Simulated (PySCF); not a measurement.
**UPBE0/STO-3G run of N2H3 (hydrazinyl radical)**

What is the energy change on altering one bond length of N2H3 (hydrazinyl radical) at UPBE0/STO-3G? 

The calculation is run with PySCF 2.14.0.

8 further runs of the same task are left out: 8 set aside as unsound or not needed.

## 1. The structure to begin with

The species is N2H3 (5 atoms), meant as a doublet with charge 0. As SMILES, `[NH]N`. Geometry: relaxed at GFN2-xTB. This is one conformer, not always the lowest.

Bond lengths: N1–N2 1.335 Å, N1–H3 1.020 Å, N2–H4 1.011 Å, N2–H5 1.017 Å. Angles: N1–N2–H4 112.8°, N1–N2–H5 121.7°, N2–N1–H3 109.8°, H4–N2–H5 116.1°.

## 2. The energy at UPBE0/STO-3G

Contents of job.py:

```python
from pyscf import gto, dft

mol = gto.M(
    atom='''
N       -0.174970      -0.805480       0.447260
N       -0.126270       0.251970      -0.365880
H        0.751750      -0.989150       0.831090
H       -1.043070       0.577800      -0.638700
H        0.592550       0.964850      -0.273770
''',
    basis='sto-3g',
    verbose=3,
    spin=1,
    max_memory=1860,
)

calc0 = dft.UKS(mol, xc='pbe0')
calc0.conv_tol = 1e-10
calc0.grids.level = 5
calc0.kernel()
if not calc0.converged:
    calc0 = calc0.newton().run(calc0.mo_coeff, calc0.mo_occ)

energy = calc0.e_tot
print(f'total energy: {energy:.8f} hartree')
```

The run is started by

```bash
$ OMP_NUM_THREADS=1 python job.py
```

Log:

```text
WARN: HOMO -0.091239346826561 >= LUMO -0.0912393468265637

converged SCF energy = -109.63243583164  <S^2> = 0.75145927  2S+1 = 2.0014587
total energy: -109.63243583 hartree
```

Run time: 2.6 s. Hardware: 1 thread of Arm Neoverse V2, shared host; peak memory 0.18 GiB.

## 3. The distorted shape

Contents of run.py:

```python
from pyscf import gto, dft

molecule = gto.Mole()
molecule.atom = '''
N     -0.680916    -1.452716     0.700125
N     -0.588886     0.545575    -0.836487
H      1.420602    -1.869223     1.570532
H     -2.321387     1.161305    -1.352042
H      0.769487     1.892723    -0.662425
'''
molecule.basis = 'sto-3g'
molecule.verbose = 3
molecule.max_memory = 1860
molecule.unit = 'bohr'
molecule.spin = 1
molecule.build()

myscf = dft.UKS(molecule)
myscf.xc = 'pbe0'
myscf.conv_tol = 1e-10
myscf.grids.level = 5
myscf.kernel()
if not myscf.converged:
    myscf = myscf.newton().run(myscf.mo_coeff, myscf.mo_occ)

etot = myscf.e_tot
print('E = %.10f Eh' % etot)
```

The run is started by

```bash
$ OMP_NUM_THREADS=1 python run.py
```

Log:

```text
converged SCF energy = -109.621987541636  <S^2> = 0.75216317  2S+1 = 2.002162
E = -109.6219875416 Eh
```

Wall time 2.8 s (1 thread of Arm Neoverse V2, shared host); peak memory 0.18 GiB.

## 4. What came out

Level: UPBE0/STO-3G.

| quantity | value |
| --- | --- |
| first shape: total energy | -109.63244 Eh |
| first shape: dipole moment | 2.39 D |
| first shape: HOMO energy (highest over α and β) | -2.36 eV |
| first shape: LUMO energy (lowest over α and β) | 3.31 eV |
| first shape: ⟨S²⟩ | 0.751 |
| distorted shape: total energy | -109.62199 Eh |
| distorted shape: dipole moment | 2.36 D |
| distorted shape: HOMO energy (highest over α and β) | -2.31 eV |
| distorted shape: LUMO energy (lowest over α and β) | 3.39 eV |
| distorted shape: ⟨S²⟩ | 0.752 |
| energy change with the N1–H3 bond stretched from 1.020 to 1.224 Å | 0.284 eV |

With the N1–H3 bond stretched from 1.020 to 1.224 Å the energy rises by 0.28 eV (6.6 kcal/mol). The first shape isn't relaxed at this level, so the change isn't measured from a minimum. The minimal basis adds a large error of its own. Mulliken charges (distorted shape) run from -0.33 on N2 to +0.22 on H4; they depend strongly on the basis.
